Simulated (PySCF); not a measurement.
CF4. Atoms are numbered in the order given.

```xyz
5

F      0.7638    -0.7638     0.7638
C      0.0000     0.0000     0.0000
F     -0.7638    -0.7638    -0.7638
F     -0.7638     0.7638     0.7638
F      0.7638     0.7638    -0.7638
```

Geometry optimised at B3LYP-D3(BJ)/def2-SVP.

The numbers are results of PBE/pcSseg-2 (PySCF), not measurements.

GIAO shieldings, no solvent; atoms alike by connectivity are averaged. δ = σ(ref) − σ: ¹⁹F against CFCl3 (σ = 132.0 ppm); ¹³C against TMS (σ = 181.4 ppm), references at their B3LYP-D3(BJ)/def2-TZVP geometries, non-relativistic.

```json
[
 {"nucleus": "¹⁹F", "atoms": "F1, F3, F4, F5", "count": "4", "δ (ppm)": "-95.7"},
 {"nucleus": "¹³C", "atoms": "C2", "count": "1", "δ (ppm)": "142.0"}
]
```
